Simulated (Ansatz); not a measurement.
The input, for Ansatz 0.2.0:

```yaml
crystal:
  periodic: [false, false, false]
  atoms:
    - {symbol: N, position_ang: [0.000000, 0.000000, 0.000000]}
    - {symbol: N, position_ang: [0.000000, 0.000000, 0.997000]}
basis:
  gaussian: {orbitals: "6-31G*", fitting: {mean_field: def2-universal-jkfit}, point_charges: [{charge: 1.00, position_ang: [3.062, 0.762, -0.638]}]}
magnetization: {spin_polarized: false}
hamiltonian: {xc: {name: PBE}}
correlation: {method: bccd, electrons: outside_noble_gas}
```

```sh
$ ansatz run in.yaml --threads 1 --pin off --events-out ev --progress --plain --max-ram 2393MiB
```

Output:

```
154 factors; integrals over basis functions are off by at most 1.6e-2 eV
mean field evaluation 1: about -2973.8507 eV, gradient 2.9e1 eV
mean field evaluation 2: about -2973.8491 eV, gradient 2.9e1 eV
mean field evaluation 4: about -2975.5459 eV, gradient 9.3e0 eV
mean field evaluation 8: about -2975.6970 eV, gradient 1.4e-2 eV
mean field -2975.69699138 eV, -109.3548474334 hartree, gradient 3.7e-6 eV, S^2 0.000000; 0 other end points of the search recorded, 0 dependent functions left out
2 core orbitals not correlated: weight in the atoms' cores, before any rotation towards them, 1.000 or more for the frozen orbitals, at most 0.000 for the correlated occupied ones
reference -2963.44377299 eV, -108.9045499632 hartree; 5, 5 occupied and 23, 23 virtual orbitals, 154 factors
second order -7.94841665 eV of doubles, -0.20902071 eV of singles
cycle   1  -7.87940902 eV  change    2.7e-1 eV  update   6.0e-2
cycle   2  -8.08212970 eV  change   -2.0e-1 eV  update   1.6e-2
cycle   3  -8.13151091 eV  change   -4.9e-2 eV  update   6.4e-3
cycle   4  -8.13292551 eV  change   -1.4e-3 eV  update   1.7e-3
cycle   5  -8.13376677 eV  change   -8.4e-4 eV  update   6.5e-4
cycle   6  -8.13415211 eV  change   -3.9e-4 eV  update   1.5e-4
cycle   7  -8.13411958 eV  change    3.3e-5 eV  update   2.9e-5
cycle   8  -8.13413149 eV  change   -1.2e-5 eV  update   6.5e-6
Total energy: -2971.57790448 eV, -109.2034737819 hartree
```

Ran on 1 thread of Intel Xeon Platinum 8488C, shared host: 0.27 s wall, 0.08 GiB peak host memory.
